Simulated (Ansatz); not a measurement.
Relaxation of BH$_{4}$NO (7 atoms, charge 0, multiplicity 1), to a largest force component of 0.02 eV/Å in at most 40 steps.

All numbers below come from RKS revPBE/def2-SVP in Ansatz 0.2.0.

```xyz
7
Properties=species:S:1:pos:R:3
B 0.000 0.000 0.000
O 0.000 0.000 1.410
H -0.909 -0.281 1.747
N 1.342 0.000 -0.775
H 1.809 -0.918 -1.027
H 1.794 0.918 -1.053
H -1.030 0.000 -0.595
```

Where does it end, and by what steps?

It converged. After 9 steps the energy has fallen by 1.322 eV; H6 moved furthest, 0.87 Å.

```
step  energy less start (eV)  largest force component (eV/Å)  accepted
   0                  0.0000                           2.746       yes
   1                 -0.2074                           2.696       yes
   2                 -0.3707                           2.205       yes
   3                 -0.6265                           1.285       yes
   4                 -0.9070                           1.370       yes
   5                 -1.1821                           0.745       yes
   6                 -1.3157                           0.154       yes
   7                 -1.3215                           0.028       yes
   8                 -1.3216                           0.029       yes
   9                 -1.3217                           0.005       yes
```

```xyz
7
Properties=species:S:1:pos:R:3
B 0.056 0.066 0.008
O -0.008 -0.532 1.256
H -0.887 -0.420 1.653
N 1.267 0.002 -0.720
H 2.102 -0.467 -0.367
H 1.380 0.421 -1.640
H -0.905 0.647 -0.482
```

Whether the end is a true minimum wasn't checked by a vibrational analysis.

Run time: 7.4 s on 1 thread of Intel(R) Xeon(R) 6975P-C (Granite Rapids) (shared host), peak memory 0.13 GiB.
